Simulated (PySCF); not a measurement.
Task: What does the PBE0-D3(BJ)/def2-TZVP structure of methyl(trifluoromethyl) sulfide (`CSC(F)(F)F`) look like in three dimensions?

Result: 
```
atom  x, y, z in Å
C1    -1.1193    0.1534   -0.7623
S2     0.2897    1.1479   -0.2492
C3     1.0963   -0.0681    0.7994
F4     1.4255   -1.1852    0.1416
F5     2.2130    0.4696    1.2838
F6     0.3394   -0.4486    1.8350
H7    -1.7244    0.8024   -1.3952
H8    -0.7973   -0.7109   -1.3410
H9    -1.7118   -0.1554    0.0977
```

Any rigid rotation of these coordinates is as good. Atoms count from 1 in this order. Of the pairs four or more bonds apart, F6···H9 is among the closest relative to their van der Waals radii: 2.70 Å, 101 % of the sum of Bondi's values.

Bonds between heavy atoms (Å): C1–S2 1.799, S2–C3 1.797, C3–F4 1.338, C3–F5 1.331, C3–F6 1.338.

Method used: PBE0-D3(BJ)/def2-TZVP geometry optimisation, gas phase in PySCF.

No frequency check.

On Arm Neoverse V1, one thread (shared host), this took 78 s wall and 0.92 GiB of memory at its peak. That covers the optimisation of the geometry.
